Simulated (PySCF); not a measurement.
A structure optimised at GFN2-xTB (Å):
```
atom  x, y, z in Å
C1    -1.3015   -1.0538    0.0003
S2     0.1014   -0.0966   -0.5795
C3     1.5274   -0.5480    0.4121
O4     0.3318   -0.2490   -1.9728
C5    -0.2764    1.6592   -0.1433
F6    -0.4681    1.6471    1.1899
H7    -2.1621   -0.8184   -0.6204
H8    -1.4940   -0.8009    1.0383
H9    -1.0677   -2.1101   -0.1016
H10    2.3926   -0.0029    0.0439
H11    1.3274   -0.2969    1.4491
H12    1.7042   -1.6146    0.3016
H13   -1.1898    1.9846   -0.6486
H14    0.5743    2.2998   -0.3914
```

Charge +1, singlet.

Task: Which heavy atoms are bonded, and with what formal order?

Result: C1–S2 1.79 Å (single); S2–C3 1.79 Å (single); S2–O4 1.42 Å (double); S2–C5 1.85 Å (single); C5–F6 1.35 Å (single). Bonds to hydrogen (Å): C1–H7 1.09; C1–H8 1.09; C1–H9 1.09; C3–H10 1.09; C3–H11 1.09; C3–H12 1.09; C5–H13 1.09; C5–H14 1.09. The orders are those of one drawing; other resonance forms can be drawn.

Task: Give the structure as a SMILES string.

Result: `C[S+](C)(=O)CF`, [C3H8FOS]+.

Task: Name the point group.

Result: Cs (every atom within 0.08 Å of its image).

Task: Classify the heavy atoms.

Result: C1/C3: S-methyl carbon; S2: sulfur bonded to 3 C and O; O4: oxygen bonded to S; C5: sp3 C–F carbon; F6: alkyl fluorine.

Task: What is the arrangement about C1?

Result: It has 4 neighbours (S2, H7, H8, H9) and is tetrahedral (angles from 108.6° to 110.8°).

Task: What is the arrangement about C5?

Result: It has 4 neighbours (S2, F6, H13, H14) and is distorted tetrahedral (angles from 104.7° to 111.8°).

All values are computed, not measured.
